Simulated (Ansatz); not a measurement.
**How far each method lies from full CI for HPAl, quartet**

Geometry: a point of a stretch scan, not a stationary point.

```xyz
3

Al    0.0000    0.0319    1.3011
P     0.0000   -0.0766   -1.0881
H     0.0000    1.4991   -1.3932
```

Basis 6-31G; Ansatz 0.2.0. Correlated methods freeze the noble-gas cores, which leaves 9 electrons in 18 orbitals. R marks a restricted (for open shells ROHF) determinant, U an unrestricted one. Active spaces: pair = (5e, 5o) about the gap; valence = (9e, 9o) chosen from the atoms' valence shells.

Full CI is exact within this basis and frozen core; it isn't the basis-set limit. The frozen core follows each run's orbitals, which can shift R against U totals by a few meV.

For open shells CISD is restricted-active-space CI with the open shells as a complete middle space.

```
UHF ⟨S²⟩                          : 3.775
T1 diagnostic (RCCSD)             : 0.0399
largest doubles amplitude (RCCSD) : 0.067
T1 diagnostic (UCCSD)             : 0.0279
```

```json
{"level": "RHF", "E − E(full CI) (kcal/mol)": "54.53", "share of correlation (%)": "0.00", "wall time": "–"}
{"level": "UHF", "E − E(full CI) (kcal/mol)": "52.25", "share of correlation (%)": "4.19", "wall time": "–"}
{"level": "RMP2", "E − E(full CI) (kcal/mol)": "16.60", "share of correlation (%)": "69.56", "wall time": "–"}
{"level": "UMP2", "E − E(full CI) (kcal/mol)": "16.39", "share of correlation (%)": "69.94", "wall time": "–"}
{"level": "CISD", "E − E(full CI) (kcal/mol)": "4.09", "share of correlation (%)": "92.50", "wall time": "0.72 s"}
{"level": "RCCSD", "E − E(full CI) (kcal/mol)": "1.70", "share of correlation (%)": "96.88", "wall time": "–"}
{"level": "UCCSD", "E − E(full CI) (kcal/mol)": "1.55", "share of correlation (%)": "97.17", "wall time": "–"}
{"level": "RCCSD(T)", "E − E(full CI) (kcal/mol)": "0.49", "share of correlation (%)": "99.11", "wall time": "1.6 s"}
{"level": "UCCSD(T)", "E − E(full CI) (kcal/mol)": "0.47", "share of correlation (%)": "99.14", "wall time": "1.6 s"}
{"level": "BCCD(T)", "E − E(full CI) (kcal/mol)": "0.53", "share of correlation (%)": "99.04", "wall time": "1.5 s"}
{"level": "RCCSDT", "E − E(full CI) (kcal/mol)": "0.10", "share of correlation (%)": "99.82", "wall time": "–"}
{"level": "UCCSDT", "E − E(full CI) (kcal/mol)": "0.09", "share of correlation (%)": "99.84", "wall time": "–"}
{"level": "RCCSDT(Q)", "E − E(full CI) (kcal/mol)": "0.02", "share of correlation (%)": "99.96", "wall time": "3.5 s"}
{"level": "UCCSDT(Q)", "E − E(full CI) (kcal/mol)": "0.00", "share of correlation (%)": "99.99", "wall time": "3.3 s"}
{"level": "RCCSDTQ", "E − E(full CI) (kcal/mol)": "0.00", "share of correlation (%)": "99.99", "wall time": "27 s"}
{"level": "CASSCF (pair space)", "E − E(full CI) (kcal/mol)": "40.18", "share of correlation (%)": "26.31", "wall time": "–"}
{"level": "NEVPT2 (pair space)", "E − E(full CI) (kcal/mol)": "12.29", "share of correlation (%)": "77.46", "wall time": "1.1 s"}
{"level": "MRCISD (pair space)", "E − E(full CI) (kcal/mol)": "3.06", "share of correlation (%)": "94.39", "wall time": "–"}
{"level": "MRCISD+Q (pair space)", "E − E(full CI) (kcal/mol)": "0.15", "share of correlation (%)": "99.73", "wall time": "1.4 s"}
{"level": "CASSCF (valence space)", "E − E(full CI) (kcal/mol)": "19.68", "share of correlation (%)": "63.90", "wall time": "–"}
{"level": "NEVPT2 (valence space)", "E − E(full CI) (kcal/mol)": "5.54", "share of correlation (%)": "89.84", "wall time": "2.2 s"}
{"level": "MRCISD (valence space)", "E − E(full CI) (kcal/mol)": "0.70", "share of correlation (%)": "98.71", "wall time": "–"}
{"level": "MRCISD+Q (valence space)", "E − E(full CI) (kcal/mol)": "0.20", "share of correlation (%)": "99.64", "wall time": "3.4 s"}
```

The correlation energy at full CI, counted from RHF, is -2.365 eV. That run took 1.7 min on 1 thread of Arm Neoverse V2, shared host over 7,588,672 determinants.

Times hold each run's SCF and search for its determinant on a shared host, so for small cases they say little of a method's own cost; they ran on 1 thread of Arm Neoverse V2.

The full-CI state has the irrep A'' of Cs, in the program's axes.

Natural occupations of full CI about the gap: 1.980 1.943 1.930 1.000 0.993 0.991 0.058 0.035 0.033 0.009; effectively unpaired electrons, Σ n²(2−n)², 3.05.
